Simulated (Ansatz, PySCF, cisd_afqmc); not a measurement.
System: C₂H₄Cl, charge 0, doublet. C2H4Cl (SMILES [CH](Cl)C, doublet).
B3LYP-D3(BJ)/def2-TZVP minimum from Ansatz (a first-principles code):
```xyz
7

C      0.0564     0.7313    -0.1308
C      1.5231     0.6764     0.0481
Cl    -0.8683    -0.7044     0.0493
H     -0.4610     1.5395    -0.6239
H      1.9378     1.6857     0.0383
H      1.7926     0.1987     0.9939
H      2.0151     0.1039    -0.7502
```
Charge 0, spin multiplicity 2.

Atomisation energy term by term, kcal/mol (programs: Ansatz, cisd_afqmc). Open shells are spin-unrestricted; no spin-orbit coupling. Correlated methods leave the cores frozen. Rows without X2C or -DK are non-relativistic. The Monte Carlo rows (phaseless AFQMC, CISD trial, step 0.005/hartree) carry one-sigma bars that omit the constraint's bias. Outlying blocks are dropped, and bars are widened where a walk drifts. Over all cases where full CI ran beside it in this data, AFQMC minus full CI had a median of +0.1 mEh and passed +0.4 mEh in a tenth of the cases. CBS(X,Y): correlation extrapolated as X^-3, Hartree-Fock from the larger set. A bracket is a step between two methods taken in the basis named. 'core' is core correlation in cc-pwCVTZ (1s frozen past Ne), 'X2C' scalar relativity in cc-pVTZ-DK, both at CCSD(T). Where a partner has so few electrons that a lower coupled-cluster level is exact, that level stands in.

```tsv
term	basis	kcal/mol
Hartree-Fock	cc-pV(Q+d)Z	441.98
CCSD correlation	CBS(cc-pV(T+d)Z,cc-pV(Q+d)Z)	135.42
(T)	CBS(cc-pV(T+d)Z,cc-pV(Q+d)Z)	8.70
CCSDT(Q) - CCSD(T)	cc-pV(D+d)Z	0.41
core correlation	cc-pwCVTZ	2.38
scalar relativity	X2C, cc-pVTZ-DK	-0.59
minus zero-point energy	Hessian by PySCF at B3LYP-D3(BJ)/def2-TZVP	-32.40
sum: D0		555.9
```

The step beyond CCSD(T) by other levels: AFQMC/CISD in cc-pV(D+d)Z 0.66 ± 0.27 kcal/mol.
